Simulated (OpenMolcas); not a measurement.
# SiH3F (SMILES F[SiH3]): CCSD(T)/6-31G, part 2 of 2

OpenMolcas 26.06.

### 3 The triplet, same level

File job.inp:

```
&GATEWAY
  BasLib=$CurrDir
  Coord
  5
  angstrom
  F       -1.274600       0.162800       0.858000
  Si       0.043300      -0.019300      -0.030700
  H       -0.367800      -0.192600      -1.443700
  H        0.768600      -1.217900       0.451600
  H        0.880500       1.193400       0.123400
  Basis=6-31G
  Group=NoSym

&SEWARD

&SCF
  UHF
  Spin=3
  PrOrbitals=1 1

&RASSCF
  FileOrb=$Project.UnaOrb
  Spin=3
  Nactel=2 0 0
  Inactive=12
  Ras2=2
  OutOrbitals=Canonical
  OrbListing=Nothing

&MOTRA
  JobIph
  Frozen=0

&CCSDT
  CCT
  Triples=3
  Iterations=50
  Extrapolation=5 4
```

The basis set 6-31G is read from a file made from the Basis Set Exchange's data (not shown).

Started as:

```console
$ export MOLCAS_MEM=1860
$ pymolcas job.inp > job.log
```

Output:

```text
--- Start Module: gateway ---

                                              &GATEWAY

                       available to each process: 1.9 GB of memory, 1 thread

 Basis Set     1 Label: F.6-31G
 Basis set is read from library:.
 basistype.tbl is not found

 Basis Set     2 Label: SI.6-31G
 Basis set is read from library:.
 basistype.tbl is not found

 Basis Set     3 Label: H.6-31G
 Basis set is read from library:.
 basistype.tbl is not found

++    Symmetry information:
      ---------------------

                    Character Table for C1

                             E
                    a        1  x, y, xy, Rz, z, xz, Ry, yz, Rx, I
--

++    Basis set information:
      ----------------------

      Basis set label: F.6-31G.........

      Electronic valence basis set:
      ------------------
      Associated Effective Charge   9.000000 au
      Associated Actual Charge      9.000000 au
      Nuclear Model: Point charge

      Shell  nPrim  nBasis  Cartesian Spherical Contaminant
         s      10       3        X
         p       4       2        X

      Basis set label: SI.6-31G.........

      Electronic valence basis set:
      ------------------
      Associated Effective Charge  14.000000 au
      Associated Actual Charge     14.000000 au
      Nuclear Model: Point charge

      Shell  nPrim  nBasis  Cartesian Spherical Contaminant
         s      16       4        X
         p      10       3        X

      Basis set label: H.6-31G.........

      Electronic valence basis set:
      ------------------
      Associated Effective Charge   1.000000 au
      Associated Actual Charge      1.000000 au
      Nuclear Model: Point charge

      Shell  nPrim  nBasis  Cartesian Spherical Contaminant
         s       4       2        X
--

++    Molecular structure info:
      -------------------------

                    ************************************************
                    **** Cartesian Coordinates / bohr, angstrom ****
                    ************************************************

     Center  Label                x              y              z                     x              y              z
        1      F1              -2.408645       0.307647       1.621385             -1.274600       0.162800       0.858000
        2      SI2              0.081825      -0.036472      -0.058015              0.043300      -0.019300      -0.030700
        3      H3              -0.695041      -0.363961      -2.728198             -0.367800      -0.192600      -1.443700
        4      H4               1.452444      -2.301497       0.853400              0.768600      -1.217900       0.451600
        5      H5               1.663904       2.255199       0.233192              0.880500       1.193400       0.123400

                    ***************************************
                    *    InterNuclear Distances / bohr    *
                    ***************************************

               1 F1            2 SI2           3 H3            4 H4            5 H5
    1 F1       0.000000
    2 SI2      3.023449        0.000000
    3 H3       4.722961        2.800116        0.000000
    4 H4       4.722864        2.799931        4.603649        0.000000
    5 H5       4.722890        2.799916        4.603743        4.603570        0.000000

                    *******************************************
                    *    InterNuclear Distances / angstrom    *
                    *******************************************

               1 F1            2 SI2           3 H3            4 H4            5 H5
    1 F1       0.000000
    2 SI2      1.599940        0.000000
    3 H3       2.499284        1.481757        0.000000
    4 H4       2.499232        1.481660        2.436146        0.000000
    5 H5       2.499246        1.481652        2.436196        2.436104        0.000000

                    **************************************
                    *    Valence Bond Angles / degree    *
                    **************************************
                          Atom centers                 Phi
                      3 H3       2 SI2      4 H4       110.59
                      3 H3       2 SI2      5 H5       110.59
                      4 H4       2 SI2      5 H5       110.59
--

            Nuclear Potential Energy             63.04280721 au

--- Stop Module: gateway /rc=_RC_ALL_IS_WELL_ ---

--- Start Module: seward ---

                                              &SEWARD

                       available to each process: 1.9 GB of memory, 1 thread

               SEWARD will generate:
                  Multipole Moment integrals up to order  2
                  Kinetic Energy integrals
                  Nuclear Attraction integrals (point charge)
                  One-Electron Hamiltonian integrals
                  Velocity integrals
                  Orbital angular momentum around ( -0.8206   0.0882   0.5505 )
                  Velocity quadrupole around ( -0.8206   0.0882   0.5505 )
                  Two-Electron Repulsion integrals

                   Integrals are discarded if absolute value <: 1.00E-14
                   Integral cutoff threshold is set to       <: 1.00E-16

            Nuclear Potential Energy             63.04280721 au

      Basis set specifications :
      Symmetry species         a
      Basis functions           28

--- Stop Module: seward /rc=_RC_ALL_IS_WELL_ ---

--- Start Module: scf ---

                                                &SCF

                       available to each process: 1.9 GB of memory, 1 thread

++    Input section:
      --------------

      Header of the integral files:

[... 10 lines left out ...]
      Nuclear repulsion energy =   63.04280721
[... 41 lines left out ...]
++ Convergence information
                               UHF SCF        iterations: Energy and convergence statistics
[... 37 lines left out ...]
       Convergence after  33 Iterations
[... 3 lines left out ...]
 *                                             SCF/KS-DFT Program, Final results                                             *
 *                                                       Final Results                                                       *
[... 77 lines left out ...]
      Title: Natural orbitals
[... 22 lines left out ...]
      Dipole Moment (debye):
[... 35 lines left out ...]
      Nuclear repulsion energy =   63.04280721
[... 59 lines left out ...]
      Title:UHF natural orbitals
[... 7 lines left out ...]
                                         RASSCF iterations: Energy and convergence statistics
[... 9 lines left out ...]
      Convergence after 18 iterations
[... 7 lines left out ...]
      Note: transformation to natural orbitals
[... 2 lines left out ...]
      printout of CI-coefficients larger than  0.05 for root  1
      energy=    -389.722575
      conf/sym  11     Coeff  Weight
[... 2 lines left out ...]
      Natural orbitals and occupation numbers for root  1
[... 3 lines left out ...]
      *                                                    Final results                                                     *
[... 2 lines left out ...]
++    Final optimization conditions:
[... 3 lines left out ...]
      RASSCF energy for state  1                   -389.72257471
[... 9 lines left out ...]
      Final state energy(ies):
[... 2 lines left out ...]
::    RASSCF root number  1 Total energy:   -389.72257471
      Von Neumann Entropy (Root   1) =  1.00000
[... 28 lines left out ...]
      Dipole Moment (debye):
[... 27 lines left out ...]
      Natural orbitals for root   1 are written to the RASORB.1 file
      Spin density orbitals for root   1 are written to the SPDORB.1 file
[... 10 lines left out ...]
      *** WARNING: Default frozen orbitals is overwritten by user input.
[... 17 lines left out ...]
      Nuclear repulsion energy =   63.04280721
[... 35 lines left out ...]
      Wave function specifications from previous RASSCF:
      --------------------------------------------------

      Number of closed shell electrons          24
      Number of electrons in active shells       2
      Max number of holes in RAS1 space          0
      Max number of electrons in RAS3 space      0
      Number of inactive orbitals               12
      Number of active orbitals                  2
      Number of secondary orbitals              14
      Spin quantum number                      1.0
      State symmetry                             1
      Number of configuration state fnc.         1
      Number of root(s) available                1
      CI root used                               1
      This is a high spin open shell RHF reference function

      Orbital specifications from previous RASSCF:
      --------------------------------------------

      Symmetry species                           1
      Frozen orbitals                            0
      Inactive orbitals                         12
      Active orbitals                            2
      Secondary orbitals                        14
      Deleted orbitals                           0
      Number of basis functions                 28

      SCF energy:   -389.72257471
      -----------

      Required WRK size-sum :               342432

      Wave function specifications:
      -----------------------------

      Spin mutiplicity                           3
      State symmetry                             1

      Orbital specifications:
      -----------------------

      Symmetry species                           1
      Total no. of orbitals                     28
      No. of occupied orbitals with alpha spin  14
      No. of occupied orbitals with beta spin   12
      No. of virtual orbitals with alpha spin   14
      No. of virtual orbitals with beta spin    16

      Methods and options:
      --------------------

      Max no. of iterations                  50
      Type of denominators                  diagonal Fock matrix elements
      energy convergence criterium                0.00000010000000

 DIIS EXTRAPOLATION USED     : YES
 FIRST ITERATION OF EXT.     :  5
 EXTRAPOLATION CYCLE         :  4

 SPIN ADAPTATION             : NONE
 RST. INF. WILL BE SAVED IN  : RSTART
 PREFERENCE MATRIX MULT.     : NORMAL
 DENOMINATOR SHIFT FOR OCC.  :      0.00000
 DENOMINATOR SHIFT FOR VIRT. :      0.00000
 LEVEL OF OUTPUT PRINTING    : MINIMAL
 INPUT/OUTPUT HANDLING       : Standard SQ
 MATRIX OPERATIONS           : ESSL

  nProcs, myRank                    1                    0
  Basic Work space requirements    :               423402
  Max Size            232498275
  Final Work space requirements    :               473578
  Allocation of work space   : Done

      Iteration       Total enegy      Corr. energy      Difference
          1         -389.91376769      -0.19119298      -0.19119298
          2         -389.91541423      -0.19283952      -0.00164654
          3         -389.92666381      -0.20408909      -0.01124957
[... 22 lines of this table left out ...]
         26         -389.93554633      -0.21297162      -0.00000002
      Convergence after                    27  Iterations

      Total energy (diff) :    -389.93554633      -0.00000002
      Correlation energy  :        -0.2129716187094
      Reference energy    :      -389.7225747144536
      E1aa   contribution :      -0.00113565
      E1bb   contribution :      -0.00172096
      E2aaaa contribution :      -0.01926680
      E2bbbb contribution :      -0.02139641
      E2abab contribution :      -0.16945180

 Five largest amplitudes of :T1aa
  SYMA   SYMB   SYMI   SYMJ     A      B      I      J     VALUE
    1      0      1      0      3      0     14      0    -0.0549461258
    1      0      1      0      1      0     14      0    -0.0485919305
    1      0      1      0      4      0     14      0     0.0291909505
    1      0      1      0      2      0      9      0     0.0204083850
    1      0      1      0      1      0     13      0    -0.0178676167
 Euclidian norm is :     0.0956171299

 Five largest amplitudes of :T1bb
  SYMA   SYMB   SYMI   SYMJ     A      B      I      J     VALUE
    1      0      1      0      1      0     10      0     0.2773729975
    1      0      1      0      1      0      8      0     0.0687442220
    1      0      1      0      3      0     10      0    -0.0685995236
    1      0      1      0      1      0     11      0    -0.0407551722
    1      0      1      0     10      0     10      0    -0.0271605715
 Euclidian norm is :     0.3012500118

 Five largest amplitudes of :T2aaaa
  SYMA   SYMB   SYMI   SYMJ     A      B      I      J     VALUE
    1      1      1      1      7      6     14     12     0.0169028421
    1      1      1      1     12     11     10      9     0.0161501109
    1      1      1      1      7      5     14     13     0.0147240436
    1      1      1      1     13     12     11     10     0.0138478834
    1      1      1      1      4      2     14     12    -0.0123664512
 Euclidian norm is :     0.0757725722

 Five largest amplitudes of :T2bbbb
  SYMA   SYMB   SYMI   SYMJ     A      B      I      J     VALUE
    1      1      1      1      2      1     11     10     0.0362254252
    1      1      1      1      9      1     11     10     0.0321443183
    1      1      1      1     15      1     11     10     0.0157873030
    1      1      1      1     13      1     10      9    -0.0150612050
    1      1      1      1     14     13     10      9     0.0146946399
 Euclidian norm is :     0.0950325325

 Five largest amplitudes of :T2abab
  SYMA   SYMB   SYMI   SYMJ     A      B      I      J     VALUE
    1      1      1      1      1      1     13     10    -0.0742328048
    1      1      1      1      3      1     12     12     0.0542676752
    1      1      1      1      4      1     14     10     0.0527594674
    1      1      1      1      3      1     14     10    -0.0482290440
    1      1      1      1      1      1     13      8    -0.0416584818
 Euclidian norm is :     0.3139212598

      Happy Landing!

  **********************************
   Triples Contribution Calculation
  **********************************

 NORB  28
 NOA   14
 NOB   12
 NVA   14
 NVB   16

 NUMBER OF IRREPS             :  1
 MULTIPLICITY                 :  3
 OVERALL SYMMETRY STATE       :  1
 METHOD                       : CCSD+T(CCSD)+<T3(1)WT1>+<T3(1)UT2> = CCSD(T)
 TYPE OF DENOMINATOR          : DIAGONAL
 SPIN ADAPTATION             : NONE
 CCSD RESULTS LOAD FROM FILE : RSTART
 PREFERENCE MATRIX MULT.     : NORMAL
 DENOMINATOR SHIFT FOR OCC.  :  0.00000E+00
 DENOMINATOR SHIFT FOR VIRT. :  0.00000E+00
 LEVEL OF OUTPUT PRINTING    : MINIMAL
 INPUT/OUTPUT HANDLING       : Standard SQ
 MATRIX HANDLING             : ESSL
 IJ CYCLE SEGMENTED          : NO

  Work space requirements :               226598
  Allocation of work space : Done
       CCSD     =      -389.9355463331630
       T3 corr. =        -0.0054635992393
       CCSD + T3=      -389.9410099324023
  T3 energy decomposition into spin parts
  Eaaa =  -8.2414319982996684E-005
  Eaab =  -3.1138412654164618E-003
  Eabb =  -2.1937409707714749E-003
  Ebbb =  -7.3602683086816865E-005

      Happy Landing!

--- Stop Module: ccsdt /rc=_RC_ALL_IS_WELL_ ---
--- Module ccsdt spent 2 seconds ---

.##################.
.# Happy landing! #.
.##################.

    Timing: Wall=5.79 User=3.95 System=0.81
```

It took 6.3 s on 1 thread of Intel Xeon Platinum 8488C (Sapphire Rapids), shared host; peak memory 0.37 GiB.

### 4 Summary of results

This closing draws on all 2 parts.

Level: CCSD(T)/6-31G.

| quantity | value |
| --- | --- |
| singlet: total energy | -390.25842 Eh |
| singlet: dipole moment (mean-field density) | 2.40 D |
| singlet: HOMO energy (Hartree–Fock orbitals) | -13.43 eV |
| singlet: LUMO energy (Hartree–Fock orbitals) | 3.30 eV |
| singlet: HOMO–LUMO gap (Hartree–Fock orbitals) | 16.73 eV |
| singlet: correlation energy | -201.4 mEh |
| singlet: (T) correction | -2.37 mEh |
| triplet: total energy | -389.94101 Eh |
| triplet: (T) correction | -5.46 mEh |
| vertical energy of the triplet above the singlet | 8.637 eV |

At this shape the triplet lies 8.64 eV (199 kcal/mol) above the singlet. Mulliken charges (singlet) of the mean-field density run from -0.61 on F1 to +1.24 on Si2. The triples (singlet) make up 1.2 % of the correlation energy.
